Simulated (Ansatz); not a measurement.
Cartesian coordinates in Å:
```
C 0.210 -0.422 1.367
C 0.389 -0.828 -0.082
S -1.029 -0.412 -1.121
C -0.676 1.269 -1.466
O 0.283 1.883 -1.087
H 1.085 -0.724 1.949
H -0.671 -0.895 1.805
H 0.102 0.659 1.454
H 0.514 -1.907 -0.188
H 1.255 -0.336 -0.528
H -1.464 1.713 -2.102
```

Charge 0, multiplicity 1.

(1) List the r2SCAN/def2-TZVPP orbital energies in eV (the Gaussian-basis code of Ansatz). (Best estimate.)

## Answers

(1) Ansatz gave: Occupied: -2409.68, -515.86, -276.00, -274.20, -273.13, -214.10, -158.18, -158.07, -157.99, -27.91, -21.50, -19.19, -16.61, -14.56, -12.60, -11.66, -11.35, -10.76, -10.34, -9.92, -9.10, -8.50, -6.63, -6.49. Lowest empty: -1.63, -0.24, 1.28, 1.76, 2.50, 2.56, 2.96, 3.42.
